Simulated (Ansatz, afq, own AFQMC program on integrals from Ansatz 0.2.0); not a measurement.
SiH, doublet in cc-pVTZ, levels against full CI

```xyz
2

Si    0.0000    0.0000    0.0000
H     0.0000    0.0000    3.3870
```

Basis cc-pVTZ. Noble-gas cores (and the filled d shells of Ga–Kr and In–Xe) are frozen. AFQMC by an in-house program on the Cholesky factors that Ansatz 0.2.0 writes for its CCSD(T) run. The CISD trial takes its coefficients from CCSD amplitudes. Released means that phaseless walkers are propagated on without the constraint, phases kept. Error bars are statistical, one sigma.

Determinant: UHF, the one that the program's search chose, which needn't be the lowest solution. The geometry is a point of a scan.

Full CI on the same integrals is exact in this basis and with this determinant's frozen core.

Cautions: unrestricted determinant spin contaminated (⟨S²⟩ 1.73 against 0.75); the released energies have errors that jump between times, so the bars are unsure, so no released level is given (meV from the phaseless value at times in 1/Eh: -0.9 ± 1.7 at 0.24, -5.2 ± 1.6 at 0.51, -14 ± 5 at 0.99, -27 ± 11 at 1.62, -15.6 ± 1.5 at 2.40); the next higher spin lies close (full CI puts it 119 meV above).

```
T1 diagnostic                               : 0.0198
weight of the determinant in the CISD state : 0.920
⟨S²⟩ of the determinant                     : 1.729
size of the correlated space                : 5 electrons in 43 orbitals
```

Reference: full CI, correlation energy -2.220 eV. The cautions show a poor starting determinant, so the rows tell how each method copes with it here, and full CI is the sure value.

| level | E − E(reference) (meV) | share of correlation (%) |
| --- | --- | --- |
| HF | 2220.2 | 0.00 |
| MP2 | 668.5 | 69.89 |
| CCSD | 151.6 | 93.17 |
| CCSD(T) | 77.7 | 96.50 |
| CCSDT | 17.0 | 99.23 |
| CCSDT(Q) | 5.8 | 99.74 |
| CCSDTQ | 0.6 | 99.98 |
| ph-AFQMC/HF | 35.4 ± 12.3 | 98.41 |
| ph-AFQMC/CISD | 5.3 ± 2.6 | 99.76 |

CCSDT and higher add their correlation energy to the determinant of the CCSD(T) run, since their own runs factorise the integrals more tightly (a shift of under 2 meV).
